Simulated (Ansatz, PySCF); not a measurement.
Reaction: CHN (SMILES C#N) → CHN (methanidylidyneazanium, SMILES [C-]#[NH+])
Each species at its own B3LYP-D3(BJ)/def2-TZVP minimum (Ansatz, a program for electronic structure).

Total energies in hartree (Ansatz). Open shells are spin-unrestricted; no spin-orbit coupling. Cores are frozen in correlated methods. No relativity.

```csv
species,HF/cc-pVTZ,CCSD(T)/cc-pVTZ,HF/cc-pVQZ,CCSD(T)/cc-pVQZ,CCSDT(Q)/cc-pVQZ
"1: CHN (formonitrile, SMILES N#C)",-92.90894,-93.27480,-92.91529,-93.30107,-93.30243
"2: CHN (methanidylidyneazanium, SMILES [NH+]#[C-])",-92.89264,-93.25116,-92.89921,-93.27754,-93.27877
```

Problem. Work out the isomerisation energy (enthalpy at 298 K, ideal-gas terms from PySCF's Hessians at B3LYP-D3(BJ)/def2-TZVP) in kcal/mol: take Hartree-Fock from cc-pVQZ, extrapolate the CCSD(T) correlation energy as X^-3 (X = 3, 4), and add CCSDT(Q) - CCSD(T) in cc-pVQZ. The further terms named in the bracket sum to -0.00048 hartree. 1 hartree = 627.51 kcal/mol.

Solution. 
Species 1: correlation (64·(-0.38578) - 27·(-0.36586))/37 = -0.40032; step -0.00136; E1 = -92.91529 + (-0.40032) + (-0.00136) = -93.31697
Species 2: correlation (64·(-0.37833) - 27·(-0.35852))/37 = -0.39279; step -0.00123; E2 = -92.89921 + (-0.39279) + (-0.00123) = -93.29323
-1·E1 +1·E2 -0.00048 = 0.02326 hartree = 14.6 kcal/mol. From measured enthalpies of formation at 298 K: 15.0 kcal/mol (Active Thermochemical Tables 1.112 (ions: stationary electron), as tabulated in the package chemicals). The calculations leave out spin-orbit terms. The composite differs from it by -0.4 kcal/mol; core, relativistic and spin-orbit terms are not in it.
